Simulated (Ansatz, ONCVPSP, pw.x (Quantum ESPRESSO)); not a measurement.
**pw.x on bcc P: one setting changed**

Potential: optimised norm-conserving Vanderbilt (ONCV), ONCVPSP 4.0.1.1 (patched build), PBEsol; core [Ne], reference 3s2 3p3; waves: 3s: rc 1.35 bohr, ncon 3, nbas 7, qcut 6.1 1/bohr, 1 projector; 3p: rc 2.00 bohr, ncon 4, nbas 7, qcut 4.6 1/bohr, 2 projectors, debl 0.25 Ha; d scattering state at 0.31 Ha: rc 2.00 bohr, ncon 3, nbas 8, qcut 5.1 1/bohr, 2 projectors, debl 3.2 Ha; local part: polynomial inside 0.90 bohr (lpopt 4, dvloc0 4 Ha); core correction: Teter function, fcfact 3, rcfact 1.55.

The reference run (k-mesh 15³, cutoffs 50/200 Ry, Fermi–Dirac 0.01 Ry, mixing_beta 0.4, conv_thr 1e-9, no spin) gives -1.64 GPa at 13.798 Å³/atom, where all-electron LAPW gives -1.04 GPa. This run, with its own iteration cap, changes k-mesh shift to 1.

```
&control
  calculation='scf', prefix='x', pseudo_dir='./', outdir='./tmp', tstress=.true., disk_io='none'
/
&system
  ibrav=0, nat=1, ntyp=1, ecutwfc=50, ecutrho=200, nbnd=9,
  occupations='smearing', smearing='fd', degauss=0.01
/
&electrons
  conv_thr=1e-09, mixing_beta=0.4, electron_maxstep=50
/
ATOMIC_SPECIES
P 1.0 P.UPF
CELL_PARAMETERS angstrom
  -1.51095681 1.51095681 1.51095681
  1.51095681 -1.51095681 1.51095681
  1.51095681 1.51095681 -1.51095681
ATOMIC_POSITIONS crystal
P 0.0000 0.0000 0.0000
K_POINTS automatic
15 15 15 1 1 1
```

```bash
pw.x < P.scf.in > P.scf.out
```

Question: How does the run end?

Answer: It converges in 5 iterations; the free energy moves by +2.7 meV/atom and the pressure by +0.19 GPa.

```
Message from routine setup:
     using ibrav=0 with symmetry is DISCOURAGED, use correct ibrav instead
     lattice parameter (alat)  =       4.9455  a.u.
     unit-cell volume          =      93.1135 (a.u.)^3
     number of electrons       =         5.00
     number of Kohn-Sham states=            9
     kinetic-energy cutoff     =      50.0000  Ry
     charge density cutoff     =     200.0000  Ry
     scf convergence threshold =      1.0E-09
     Exchange-correlation= PBESOL
     number of k points=   120  Fermi-Dirac smearing, width (Ry)=  0.0100
     iteration #  1     ecut=    50.00 Ry     beta= 0.40
     total energy              =     -14.10906227 Ry
     estimated scf accuracy    <       0.00231809 Ry
     iteration #  2     ecut=    50.00 Ry     beta= 0.40
     total energy              =     -14.10890077 Ry
     estimated scf accuracy    <       0.00066595 Ry
     iteration #  3     ecut=    50.00 Ry     beta= 0.40
     total energy              =     -14.10894559 Ry
     estimated scf accuracy    <       0.00001041 Ry
     iteration #  4     ecut=    50.00 Ry     beta= 0.40
     total energy              =     -14.10894615 Ry
     estimated scf accuracy    <       0.00000001 Ry
     iteration #  5     ecut=    50.00 Ry     beta= 0.40
     the Fermi energy is    11.8221 ev
!    total energy              =     -14.10894616 Ry
     estimated scf accuracy    <          5.7E-10 Ry
     smearing contrib. (-TS)   =      -0.00184720 Ry
     The total energy is F=E-TS. E is the sum of the following terms:
     one-electron contribution =       6.18055274 Ry
     hartree contribution      =       0.18921782 Ry
     xc contribution           =      -4.54491666 Ry
     ewald contribution        =     -15.93195286 Ry
     convergence has been achieved in   5 iterations
          total   stress  (Ry/bohr**3)                   (kbar)     P=      -14.49
     Message from routine punch:
     Nothing written, as per user request (disk_io='none')
```

The run took about 10 s on one core of a shared host (Neoverse-N1, 64 threads, 124 GiB, load 41).
